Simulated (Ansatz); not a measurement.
## Mo: one input, then a changed one

The cell was built from the bcc type and relaxed in the same program; it needn't be a known or the stable phase. The listed cell was then made from it by scaling, straining or moving an atom.

First run: DFT, PBE, all-electron LAPW, scalar-relativistic (Ansatz 0.2.0).

Command: `ansatz run input.yaml --threads 1 --pin off --max-ram 2048MiB --backend cpu --events-out ev --progress --plain --runs-dir out` The run took about 8.6 s on 1 thread of a shared machine.

```yaml
crystal:
  lattice:
    - [-1.5586628247, 1.5586628247, 1.5586628247]
    - [1.5586628247, -1.5586628247, 1.5586628247]
    - [1.5586628247, 1.5586628247, -1.5586628247]
  atoms:
    - { symbol: Mo, position: [0.0, 0.0, 0.0] }
kpoints:
  mp_grid: { grid: [16, 16, 16] }
scf:
  occupations: { method: fermi_dirac, width: 0.03 }
hamiltonian:
  xc: pbe
  pseudopotentials: { kind: all_electron, lapw: { basis_error: 0.0005 } }
output:
  forces: true
  stress: true
  eigenvalues: true
```

Result: converged; pressure 11.58 GPa; no gap on the k mesh; 7 SCF iterations.

The input is then changed:

```diff
@@ -6,6 +6,7 @@
   atoms:
     - { symbol: Mo, position: [0.0, 0.0, 0.0] }
+  symmetry: { detect: false }
 kpoints:
-  mp_grid: { grid: [16, 16, 16] }
+  mp_grid: { grid: [5, 5, 5] }
 scf:
   occupations: { method: fermi_dirac, width: 0.03 }
```

Q: What does the second run give?

A: It converged; pressure 8.94 GPa; no gap on the k mesh; 6 SCF iterations. Some of these settings are too coarse for converged properties.

The results part of its log:

```
SCF 1 converged in 6 iterations: F = -110177.863618 eV  dr2 = 5.54e-10
SCF converged after 6 iterations
Free energy (F): -110177.863618 eV
Harris-Foulkes:  -110177.863618 eV  (|F-HF|=5.97e-10)
Internal energy: -110177.855063 eV  (E = F + TS)
E sigma→0 (E₀):  -110177.859340 eV
Entropy (-TS):   -0.008555 eV (-8.555 meV/atom)
Fermi energy:    24.527788 eV
--- Per-component energies (eV) ---
  E_band       = -4050.923891
  E_kinetic    = 114180.320410
  E_xc         = -3371.966059
  E_electrostatic = -220986.209414  (all electrons and nuclei)
  E_smearing   = -0.008555  (= −TS)
  E_closure    = 0.000000  (closes the sum)
  E_atoms      = -110166.923224  (free atoms, spherical and without spin; not in F)
  Σ components = -110177.863618   (vs F -110177.863618, Δ=0.00e0)
  Basis errors (estimates in eV, not in F): energy 1.2e-4 per atom: plane waves 1.0e-4 (5.4e-5 summed), levels above the bands 5.0e-157, relativity 4.0e-8, radial functions 2.1e-5, core shells 2.2e-7; eigenvalues (radial functions only) 2.0e-6; not estimated: angular momenta, meshes, grids; target (lapw.basis_error) 5.0e-4; muffin-tin radii Mo 1.350 Å
--- Forces (eV/Å), atoms counted from 1 ---
  atom   1  Mo    -0.00000000    -0.00000000     0.00000000
  max |Σ_I F_I| component: 3.14e-13 eV/Å
--- Stress (GPa, compression-positive) ---
        8.940312      -0.000042      -0.000090
       -0.000042       8.940328      -0.000171
       -0.000090      -0.000171       8.940303
  P = ⅓ Tr σ = 8.9403 GPa (89.403 kbar)
--- Band table (eV; the first three rows and the last of 63) ---
  k-point 0: bands = ["-351.4000", "-351.4000", "-351.4000", "-193.2983", "-193.2983", "-193.2671", "-193.2671", "-193.2671", "-36.8971", "-10.0845", "-10.0845", "-10.0845", "16.9831", "22.9327", "22.9327", "22.9327", "26.0717", "26.0717", "39.0374"]
  k-point 1: bands = ["-351.4000", "-351.4000", "-351.4000", "-193.2983", "-193.2983", "-193.2671", "-193.2671", "-193.2670", "-36.7947", "-10.6474", "-10.2588", "-10.0894", "18.5049", "22.0759", "22.6716", "24.5970", "25.4365", "26.1539", "39.5793"]
  k-point 2: bands = ["-351.4000", "-351.4000", "-351.4000", "-193.2983", "-193.2983", "-193.2671", "-193.2670", "-193.2670", "-36.6252", "-11.4981", "-10.5304", "-10.0977", "18.9874", "20.9625", "24.8381", "26.1570", "26.6383", "28.3777", "36.8836"]
  k-point 62: bands = ["-351.4000", "-351.4000", "-351.4000", "-193.2983", "-193.2983", "-193.2671", "-193.2670", "-193.2670", "-36.6581", "-11.2123", "-10.5108", "-10.2099", "20.0305", "21.4396", "22.1749", "25.3091", "26.8149", "28.2764", "38.4944"]
```
